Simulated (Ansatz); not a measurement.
# AlH3O (AlH2(OH)) at 6 levels

Aim: a comparison of 6 runs (CAM-B3LYP/STO-3G, PBE/STO-3G, revPBE/STO-3G, MP2/STO-3G, CCSD/STO-3G, FCI/STO-3G) of AlH3O (AlH2(OH)). 

Program for the calculation: Ansatz 0.2.0.

56 further runs of the same task are left out: 56 set aside as unsound or not needed.

### Step 1. The system as given

AlH3O: 5 atoms, total charge 0, spin state singlet. As SMILES, `[H][Al]([H])[OH]`. The H2–Al1 distance was set to 1.915 Å, away from the relaxed value.

Bond lengths: Al1–O4 1.636 Å, Al1–H3 1.531 Å, O4–H5 0.949 Å. Angles: Al1–O4–H5 179.6°, H3–Al1–O4 120.0°.

### Step 2. A single-point energy at CAM-B3LYP/STO-3G (run 1)

Input file molecule.yaml:

```yaml
crystal:
  periodic: [false, false, false]
  atoms:
    - {symbol: Al, position_ang: [-0.110015, 0.459592, -0.081244]}
    - {symbol: H, position_ang: [1.798980, 0.417230, -0.221380]}
    - {symbol: H, position_ang: [-0.862805, 1.777482, -0.283784]}
    - {symbol: O, position_ang: [-0.937235, -0.911558, 0.254686]}
    - {symbol: H, position_ang: [-1.416065, -1.708858, 0.443826]}
basis:
  gaussian:
    orbitals: STO-3G
hamiltonian:
  xc: {name: CAM-B3LYP}
accuracy: high
```

On the command line:

```sh
$ ansatz run molecule.yaml --threads 1 --pin off --max-ram 2610MiB --events-out events.jsonl --progress --plain --runs-dir runs
```

What it wrote:

```text
Warning: RAYON_NUM_THREADS=1 ignored (pool sized by the plan → 1); use --threads N
Functional definition: CAM-B3LYP
  name "CAM-B3LYP"
  parameter alpha = 0.19
  parameter beta = 0.46
  parameter omega = 0.33/bohr
  parameter ac = 0.81
  exchange = (1 - alpha - beta)*b88_x + beta*b88_x_sr(omega) + alpha*exact_x + beta*exact_x_lr(omega)
  correlation = (1 - ac)*vwn5_c + ac*lyp_c
288 factors; integrals over basis functions are off by at most 1.7e-8 eV
133 factors; integrals over basis functions are off by at most 8.1e-10 eV
mean field evaluation 1: about -8578.6670 eV, gradient 2.6e1 eV
mean field evaluation 2: about -8579.2308 eV, gradient 2.7e1 eV
mean field evaluation 4: about -8581.2027 eV, gradient 4.8e-1 eV
mean field evaluation 8: about -8581.1586 eV, gradient 1.7e-3 eV
mean field evaluation 16: about -8581.1586 eV, gradient 1.7e-8 eV
mean field -8581.15864117 eV, -315.3517635447 hartree, gradient 1.5e-8 eV, S^2 0.000000; 0 other end points of the search recorded, 0 dependent functions left out
reference -8581.15865468 eV, -315.3517640414 hartree; 12, 12 occupied and 5, 5 virtual orbitals, 288 factors
Total energy: -8581.15865468 eV, -315.3517640414 hartree
```

Run time: 2.1 s. Hardware: 1 thread of Intel Xeon Platinum 8259CL at 2.50GHz (Skylake/Cascade Lake), shared host; peak memory 0.11 GiB.

### Step 3. A single-point energy at PBE/STO-3G (run 2)

Input file input.yaml:

```yaml
crystal:
  periodic: [false, false, false]
  atoms:
    - {symbol: Al, position_ang: [-0.110015, 0.459592, -0.081244]}
    - {symbol: H, position_ang: [1.798980, 0.417230, -0.221380]}
    - {symbol: H, position_ang: [-0.862805, 1.777482, -0.283784]}
    - {symbol: O, position_ang: [-0.937235, -0.911558, 0.254686]}
    - {symbol: H, position_ang: [-1.416065, -1.708858, 0.443826]}
basis:
  gaussian: {orbitals: STO-3G}
hamiltonian: {xc: pbe}
accuracy: high
```

On the command line:

```sh
$ ansatz run input.yaml --threads 1 --pin off --max-ram 2610MiB --events-out events.jsonl --progress --plain --runs-dir runs
```

What it wrote:

```text
Warning: RAYON_NUM_THREADS=1 ignored (pool sized by the plan → 1); use --threads N
Functional definition: PBE
  name "PBE"
  parameter kappa = 0.804
  parameter beta = 0.06672455060314922
  exchange = pbe_x(kappa = kappa, mu = beta*pi^2/3)
  correlation = pbe_c(beta = beta)
288 factors; integrals over basis functions are off by at most 1.7e-8 eV
mean field evaluation 1: about -8572.9063 eV, gradient 3.1e1 eV
mean field evaluation 2: about -8556.2848 eV, gradient 8.4e1 eV
mean field evaluation 4: about -8576.2729 eV, gradient 4.2e0 eV
mean field evaluation 8: about -8576.2950 eV, gradient 3.8e-2 eV
mean field evaluation 16: about -8576.2950 eV, gradient 6.4e-9 eV
mean field -8576.29502164 eV, -315.1730288238 hartree, gradient 1.8e-8 eV, S^2 0.000000; 0 other end points of the search recorded, 0 dependent functions left out
reference -8576.29502359 eV, -315.1730288955 hartree; 12, 12 occupied and 5, 5 virtual orbitals, 288 factors
Total energy: -8576.29502359 eV, -315.1730288955 hartree
```

Wall time 1.7 s (1 thread of Intel Xeon Platinum 8259CL at 2.50GHz (Skylake/Cascade Lake), shared host); peak memory 0.11 GiB.

Runs 3 to 5 aren't shown in full; the table further down has their settings and results.

### Step 4. A single-point energy at FCI/STO-3G (run 6)

Input file job.yaml:

```yaml
crystal:
  periodic: [false, false, false]
  atoms:
    - symbol: Al
      position_ang: [-0.110015, 0.459592, -0.081244]
    - symbol: H
      position_ang: [1.798980, 0.417230, -0.221380]
    - symbol: H
      position_ang: [-0.862805, 1.777482, -0.283784]
    - symbol: O
      position_ang: [-0.937235, -0.911558, 0.254686]
    - symbol: H
      position_ang: [-1.416065, -1.708858, 0.443826]
basis:
  gaussian:
    orbitals: STO-3G
correlation:
  method: fci
  frozen_orbitals: {Al: 5, H: 0, O: 1}
accuracy: high
```

On the command line:

```sh
$ ansatz run job.yaml --threads 1 --pin off --max-ram 2610MiB --events-out events.jsonl --progress --plain --runs-dir runs
```

What it wrote:

```text
Warning: RAYON_NUM_THREADS=1 ignored (pool sized by the plan → 1); use --threads N
Functional definition: HF
  name "HF"
  exchange = exact_x
  correlation = 0
288 factors; integrals over basis functions are off by at most 1.7e-8 eV
mean field evaluation 1: about -8556.6725 eV, gradient 2.3e1 eV
mean field evaluation 2: about -8556.6844 eV, gradient 2.3e1 eV
mean field evaluation 4: about -8558.6576 eV, gradient 1.1e0 eV
mean field evaluation 8: about -8558.6627 eV, gradient 4.7e-6 eV
mean field -8558.66266788 eV, -314.5250517745 hartree, gradient 1.3e-8 eV, S^2 0.000000; 0 other end points of the search recorded, 0 dependent functions left out
6 core orbitals not correlated: weight in the atoms' cores, before any rotation towards them, 1.000 or more for the frozen orbitals, at most 0.000 for the correlated occupied ones
reference -8558.66266788 eV, -314.5250517745 hartree; 6, 6 occupied and 5, 5 virtual orbitals, 288 factors
state -8561.30188358 eV, -314.6220411628 hartree
Total energy: -8561.30188358 eV, -314.6220411628 hartree
```

It took 3.9 s on 1 thread of Intel Xeon Platinum 8259CL at 2.50GHz (Skylake/Cascade Lake), shared host.

### Step 5. Overview of the runs

| run | level | frozen core orbitals | energy (Eh) | wall time |
| --- | --- | --- | --- | --- |
| 1 | CAM-B3LYP/STO-3G | – | -315.351764 | 2.1 s |
| 2 | PBE/STO-3G | – | -315.173029 | 1.7 s |
| 3 | revPBE/STO-3G | – | -315.335582 | 1.1 s |
| 4 | MP2/STO-3G | 6 | -314.593872 | 0.24 s |
| 5 | CCSD/STO-3G | 6 | -314.618541 | 0.33 s |
| 6 | FCI/STO-3G | 6 | -314.622041 | 3.9 s |

### Step 6. Outcome

| quantity | value |
| --- | --- |
| run 6: total energy | -314.62204 Eh |
| run 6: correlation energy (6 core orbitals frozen) | -97.0 mEh |

In words: Against full CI in this basis: MP2 +28.2 mEh; CCSD +3.5 mEh. Totals of different functionals can't be ranked against each other. In runs 1, 2, 3, 4, 5, 6 the basis is minimal, so the values are rough. All runs together took 9.3 s, the longest 3.9 s.
